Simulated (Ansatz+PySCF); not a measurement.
Two shapes of doublet C2H6N.

Shape 1:

```xyz
9

C     1.2567   -0.2530    0.0910
N     0.0936    0.4714   -0.1364
C    -1.1913   -0.1865    0.0334
H    -1.9925    0.4819   -0.2887
H     1.2539   -1.2824   -0.2480
H     2.1858    0.3012    0.0460
H     0.1154    1.4140    0.2279
H    -1.2245   -1.0781   -0.5987
H    -1.3853   -0.4999    1.0701
```

Shape 2:

```xyz
9

C     1.2557   -0.2545    0.0963
N     0.0926    0.4698   -0.1312
C    -1.1923   -0.1880    0.0386
H    -1.9935    0.4803   -0.2834
H     1.2530   -1.2840   -0.2428
H     2.1848    0.2996    0.0512
H     0.1144    1.4124    0.2331
H    -1.2255   -1.0797   -0.5935
H    -1.3774   -0.4872    1.0282
```

Basis set: cc-pVTZ (spherical functions). Correlated methods keep 3 orbitals frozen. Correlation on ROHF uses semicanonical orbitals with singles. Charge 0, multiplicity 2.

Computed with Ansatz (development build ahead of 0.2.0); each method stands on the lowest determinant of its kind that the runs found.

**Question.** Which shape is lower in energy, and by how much in each method?

**Answer.**

```json
{"method": "ROHF", "E(2) − E(1) (eV)": "0.023"}
{"method": "UHF", "E(2) − E(1) (eV)": "0.023"}
{"method": "ROHF-MP2", "E(2) − E(1) (eV)": "0.032"}
{"method": "UHF-MP2", "E(2) − E(1) (eV)": "0.032"}
```

Shape 1 is lower.
